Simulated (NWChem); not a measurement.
# Basis-set dependence for butadiene (C$_{4}$H$_{6}$)

SMILES: C=CC=C
```xyz
10

C     -1.7280    -0.6628     0.0000
C     -0.7001     0.1973     0.0000
C      0.7001    -0.1973     0.0000
C      1.7280     0.6628     0.0000
H     -1.5632    -1.7451     0.0000
H     -2.7643    -0.3169     0.0000
H     -0.9023     1.2755     0.0000
H      0.9023    -1.2755     0.0000
H      2.7643     0.3169     0.0000
H      1.5632     1.7451     0.0000
```
Charge 0, spin multiplicity 1.

The numbers come from NWChem runs, not from measurements. The geometry was optimised at PBE0/def2-SVP, a minimum by its harmonic frequencies. It is one conformer; others weren't searched.

Hartree-Fock energies in Ha, correlation energies in mHa.

The correlated methods keep 4 core orbitals frozen. Coupled-cluster values serve here as a point of comparison, not as the truth.

| basis | functions | RHF | MP2 | SCS-MP2 | CCSD | CCSD+T(CCSD) | CCSD(T) | CR-CCSD[T] | CR-CCSD(T) |
|---|---|---|---|---|---|---|---|---|---|
| STO-3G | 26 | -153.01669 | -240.7 | -257.1 | -308.0 | -310.9 | -310.9 | -310.2 | -310.2 |
| cc-pVDZ | 86 | -154.93389 | -535.3 | -533.0 | -582.0 | -604.4 | -603.8 | -598.2 | -597.8 |

From STO-3G to cc-pVDZ the Hartree-Fock energy moves by -1917.2 mHa and the MP2 correlation energy by -294.6 mHa, which is 55 % of its value in the larger set.
